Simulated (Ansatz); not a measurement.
Z-matrix (Å, degrees):
```
C
C 1 1.512
F 1 1.396 2 108.8
C 1 1.476 2 114.0 3 122.0
H 1 1.103 2 109.2 3 -114.3
H 2 1.091 1 110.3 3 57.3
H 2 1.091 1 110.3 3 -63.2
H 2 1.092 1 110.0 3 177.0
H 4 1.082 1 119.6 2 -152.6
H 4 1.082 1 120.4 2 35.5
```

Total charge 0; spin multiplicity 2.

(1) List the r2SCAN/def2-TZVPP orbital energies in eV (Ansatz). (An estimate is asked.)

## Answers

(1) The calculation gave: α occupied: -665.61, -275.30, -273.54, -273.04, -31.13, -20.71, -18.15, -15.38, -12.83, -12.17, -11.76, -10.51, -9.94, -9.64, -8.44, -8.28, -5.60. α empty: 1.48, 2.07, 2.36, 2.66, 3.49, 3.59, 3.95, 4.22. β occupied: -665.60, -275.33, -273.09, -273.02, -31.11, -20.42, -17.54, -15.01, -12.70, -12.02, -11.66, -10.39, -9.91, -9.56, -8.30, -8.10. β empty: -2.22, 1.68, 2.12, 2.70, 3.06, 3.61, 3.72, 4.22. ⟨S²⟩ = 0.757.
